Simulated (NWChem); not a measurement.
Program: NWChem. System: hydrogen sulfide (H₂S), charge 0, spin multiplicity 1, at a geometry optimised with PBE/def2-SVP. Level: MP2/cc-pVQZ, 5 core orbitals frozen.

Job file:

```
start mol
memory heap 200 mb stack 800 mb global 1000 mb
geometry units angstroms nocenter noautoz
  S      0.000000     0.000000     0.105588
  H     -0.973994     0.000000    -0.844700
  H      0.973994     0.000000    -0.844700
  symmetry group C2v
end
basis spherical
  * library cc-pvqz
end
scf
  rhf
  nopen 0
  maxiter 100
  thresh 1e-7
  semidirect memsize 60000000 filesize 0
end
mp2
  freeze core 5
end
task mp2 energy
```

Output (cleaned and shortened):

```
             Northwest Computational Chemistry Package (NWChem) 7.3.0
             --------------------------------------------------------

                                NWChem Input Module
                                -------------------

 Scaling coordinates for geometry "geometry" by  1.889725989
 (inverse scale =  0.529177249)

 Turning off AUTOSYM since
 SYMMETRY directive was detected!

                             Geometry "geometry" -> ""
                             -------------------------

 Output coordinates in angstroms (scale by  1.889725989 to convert to a.u.)

  No.       Tag          Charge          X              Y              Z
 ---- ---------------- ---------- -------------- -------------- --------------
    1 S                   16.0000     0.00000000     0.00000000     0.10558800
    2 H                    1.0000    -0.97399400     0.00000000    -0.84470000
    3 H                    1.0000     0.97399400     0.00000000    -0.84470000

 Effective nuclear repulsion energy (a.u.)      12.7157812366

            Nuclear Dipole moment (a.u.)
            ----------------------------
        X                 Y               Z
 ---------------- ---------------- ----------------
     0.0000000000     0.0000000000     0.0000151178

      Symmetry information
      --------------------

 Group name             C2v
 Group number             16
 Group order               4
 No. of unique centers     2

      Symmetry unique atoms

     1    2


 Summary of "ao basis" -> "" (spherical)
 ------------------------------------------------------------------------------
       Tag                 Description            Shells   Functions and Types
 ---------------- ------------------------------  ------  ---------------------
 *                          cc-pvqz                   on all atoms

 Summary of "ao basis" -> "ao basis" (spherical)
 ------------------------------------------------------------------------------
       Tag                 Description            Shells   Functions and Types
 ---------------- ------------------------------  ------  ---------------------
 S                          cc-pvqz                 17       59   6s5p3d2f1g
 H                          cc-pvqz                 10       30   4s3p2d1f

                                 NWChem SCF Module
                                 -----------------

  ao basis        = "ao basis"
  functions       =   119
  atoms           =     3
  closed shells   =     9
  open shells     =     0
  charge          =   0.00
  wavefunction    = RHF
  use symmetry    = T
  symmetry adapt  = T

 Summary of "ao basis" -> "ao basis" (spherical)
 ------------------------------------------------------------------------------
       Tag                 Description            Shells   Functions and Types
 ---------------- ------------------------------  ------  ---------------------
 S                          cc-pvqz                 17       59   6s5p3d2f1g
 H                          cc-pvqz                 10       30   4s3p2d1f

      Symmetry analysis of basis
      --------------------------

        a1         44
        a2         17
        b1         34
        b2         24

 Forming initial guess at       0.1s

      Superposition of Atomic Density Guess
      -------------------------------------

 Sum of atomic energies:        -398.48958003

      Non-variational initial energy
      ------------------------------

 Total energy =    -398.623871
 1-e energy   =    -575.348860
[...]
    93     -1.721817  3 H  s                 21     -1.332203  1 S  pz
    18     -0.807423  1 S  pz                62     -0.694816  2 H  s
    92     -0.694816  3 H  s                 70     -0.330084  2 H  px
   100      0.330084  3 H  px                26      0.259392  1 S  d  2

 Vector   11  Occ=0.000000D+00  E= 1.363861D-01  Symmetry=b1
              MO Center= -5.1D-14,  1.4D-29, -4.3D-01, r^2= 4.6D+00
   Bfn.  Coefficient  Atom+Function         Bfn.  Coefficient  Atom+Function
  ----- ------------  ---------------      ----- ------------  ---------------
    63      1.727873  2 H  s                 93     -1.727873  3 H  s
    19      1.582693  1 S  px                16      0.658198  1 S  px
    62      0.589590  2 H  s                 92     -0.589590  3 H  s
    25      0.324896  1 S  d  1              70      0.191508  2 H  px
    72      0.192251  2 H  pz               100      0.191508  3 H  px

 Vector   12  Occ=0.000000D+00  E= 2.314249D-01  Symmetry=b1
              MO Center= -6.6D-15,  9.0D-31, -3.7D-01, r^2= 6.2D+00
   Bfn.  Coefficient  Atom+Function         Bfn.  Coefficient  Atom+Function
  ----- ------------  ---------------      ----- ------------  ---------------
    63     -1.138819  2 H  s                 93      1.138819  3 H  s
    62      1.122308  2 H  s                 92     -1.122308  3 H  s
    19      0.677597  1 S  px                10     -0.259956  1 S  px
     7     -0.237939  1 S  px                25      0.177717  1 S  d  1

 center of mass
 --------------
 x =   0.00000000 y =   0.00000000 z =   0.09303298

 moments of inertia (a.u.)
 ------------------
           6.114655699933           0.000000000000           0.000000000000
           0.000000000000          12.943156388186           0.000000000000
           0.000000000000           0.000000000000           6.828500688253

  Mulliken analysis of the total density
  --------------------------------------

    Atom       Charge   Shell Charges
 -----------   ------   -------------------------------------------------------
    1 S   16    16.10   2.00  1.95 -0.02  0.36  1.07  0.45  5.96  0.09  1.27  2.08  0.78  0.03  0.04  0.01  0.00  0.00  0.00
    2 H    1     0.95   0.06  0.27  0.48  0.08  0.00  0.02  0.04  0.00  0.00  0.00
    3 H    1     0.95   0.06  0.27  0.48  0.08  0.00  0.02  0.04  0.00  0.00  0.00

       Multipole analysis of the density wrt the origin
       ------------------------------------------------

     L   x y z        total         open         nuclear
     -   - - -        -----         ----         -------
     0   0 0 0     -0.000000      0.000000     18.000000

     1   1 0 0     -0.000000      0.000000      0.000000
     1   0 1 0     -0.000000      0.000000      0.000000
     1   0 0 1     -0.435506      0.000000      0.000015

     2   2 0 0     -9.173126      0.000000      6.775483
     2   1 1 0     -0.000000      0.000000      0.000000
     2   1 0 1      0.000000      0.000000      0.000000
     2   0 2 0    -12.490403      0.000000      0.000000
     2   0 1 1      0.000000      0.000000      0.000000
     2   0 0 2    -10.103031      0.000000      5.733049

                   NWChem MP2 Semi-direct Energy/Gradient Module
                   ---------------------------------------------

  Basis functions       =    119
  Molecular orbitals    =    119
  Frozen core           =      5
  Frozen virtuals       =      0
  Active alpha occupied =      4
  Active beta occupied  =      4
  Active alpha virtual  =    110
  Active beta virtual   =    110
  Use MO symmetry       = T
  Use skeleton AO sym   = T

  AO/Fock/Back tols     =   1.0D-09  1.0D-09  1.0D-09

 GA uses MA = F    GA memory limited = T

 Available:
  local mem=  1.15D+08
 global mem=  1.31D+08
 local disk=  0.00D+00
  mp2_memr nvloc                   110
  nvloc new                   110
   1 passes of   4:        7340032                      65241                  10705723.
   1 passes of   4: M    114683159           G      131043678           F     107343127.

 Semi-direct pass number   1 of   1  for RHF alpha+beta  at        5.3s
  vrange nnbf                  7140
  mp2_eaftype                    40  avail_ma_in_mb                   999
 EAF : mp2_eaftype filesize          40    5352861.
  mp2_eaf for mointskh                     40
Node 0 wrote     25.1 Mb in      0.0 s     Agg I/O rate:  1925.8 Mb/s
 Done moints_semi at       15.0s
  mp2_eaftype                    40  avail_ma_in_mb                   959
 EAF : mp2_eaftype filesize          40    5352861.
  mp2_eaf for kh                    40
 Done maket at       15.2s
 Done multipass loop at       15.2s

          -------------------------------------------
          SCF energy                -398.716828497705
          Correlation energy          -0.206805865959
          Singlet pairs               -0.145422906690
          Triplet pairs               -0.061382959269
          Total MP2 energy          -398.923634363664
          -------------------------------------------

          ---------------------------------------------------
                    Spin Component Scaled (SCS) MP2
          Same spin pairs                     -0.040921972846
          Same spin scaling factor             0.333333333333
          Opposite spin pairs                 -0.165883893113
          Opposite spin scaling fact.          1.200000000000
          SCS-MP2 correlation energy          -0.212701329351
          Total SCS-MP2 energy              -398.929529827056
          ---------------------------------------------------

 -----------------------
 Performance information
 -----------------------

 Timer overhead =  2.38D-07 seconds/call

               Nr. of calls         CPU time (s)                 Wall time (s)                GFlops
             ---------------    -------------------     ------------------------------   -------------------
Name         Min   Avg   Max    Min     Avg     Max     Min     Avg     Max   Mx/calls   Min     Max     Sum
mp2: moin     1     1     1    9.7     9.7     9.7      9.7     9.7     9.7     9.7      0.0     0.0     0.0
mp2: make     1     1     1   0.16    0.16    0.16     0.16    0.16    0.16    0.16      0.0     0.0     0.0
mp2: tota     1     1     1    10.     10.     10.      10.     10.     10.     10.      0.0     0.0     0.0

 The average no. of pstat calls per process was 3.00D+00
 with a timing overhead of 7.15D-07s

 Task  times  cpu:       15.2s     wall:       15.2s

 Total times  cpu:       15.2s     wall:       15.2s
```
